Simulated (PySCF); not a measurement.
Species: C₄H₈P₂.
Z-matrix (Å and degrees, GFN2-xTB geometry), rows numbered from 1:
```
C 
C   1  1.3245
C   2  1.4632  1  123.96
C   3  1.4980  2  119.97  1  -154.07
P   4  1.8454  3   67.70  2  -107.85
P   5  2.1694  3   96.97  4    94.63
H   1  1.0777  2  121.60  3     0.35
H   1  1.0758  2  121.81  3  -179.93
H   2  1.0827  1  120.43  3   179.39
H   3  1.0871  2  114.60  1    -7.40
H   4  1.0829  3  116.52  5   108.12
H   4  1.0829  3  117.96  5  -111.11
H   6  1.3941  5   93.85  3  -159.99
H   6  1.3942  5   93.72  3   107.78
```

Theory: TDDFT PBE0/def2-SVPD, vertical, gas phase, core orbitals frozen in the response in PySCF.

Frontier orbitals with the atoms that hold most of them (Löwdin shares over 4%, at most four atoms; ? is withheld):

```
orbital  ε (eV)                            atoms
 LUMO+2    0.63  C4 18%, P5 13%, C2 11%, H11 10%
 LUMO+1    0.03     P6 34%, P5 32%, C3 8%, C4 6%
   LUMO   -0.37                                ?
   HOMO   -6.70   P5 32%, P6 21%, C3 12%, C1 12%
 HOMO-1   -7.06                                ?
 HOMO-2   -8.36    C4 27%, P5 25%, C3 11%, C2 9%
 HOMO-3   -8.96   P6 44%, P5 22%, H14 8%, H13 8%
```

(1) Give the leading atoms of the LUMO.

(2) Which atoms hold the HOMO-1, and with what shares?

(3) How does S1 compare with the orbital gap of 6.33 eV?

## Answers

(1) P5 (bonded to 2 C and P) 22%; C1 (bonded to C and 2 H) 20%; C2 (bonded to 2 C and H) 18%; P6 (bonded to P and 2 H) 10%. By element: carbon 38% or more, phosphorus 31%.

(2) P5 (bonded to 2 C and P) 27%; P6 (bonded to P and 2 H) 20%; C1 (bonded to C and 2 H) 16%; C2 (bonded to 2 C and H) 14%. By element: phosphorus 47%, carbon 29% or more.

(3) S1 is at 5.28 eV (f = 0.046), 1.05 eV below the gap, made of HOMO→LUMO (80%), HOMO-1→LUMO (15%). Without the coupling terms of the response equations the lowest excitation would equal the gap.

Next come S2 at 5.62 eV (f 0.022), HOMO→LUMO+1 (70%), HOMO-1→LUMO (18%); S3 at 5.96 eV (f 0.340), HOMO-1→LUMO (41%), HOMO→LUMO+1 (20%), HOMO-1→LUMO+1 (19%); S4 at 6.02 eV (f 0.098), HOMO-1→LUMO+1 (68%), HOMO-1→LUMO (14%); S5 at 6.30 eV (f 0.040), HOMO→LUMO+3 (51%), HOMO→LUMO+2 (26%), HOMO→LUMO+4 (11%).

Löwdin shares depend on the basis, the more so with diffuse functions.

One conformer stands for the species.
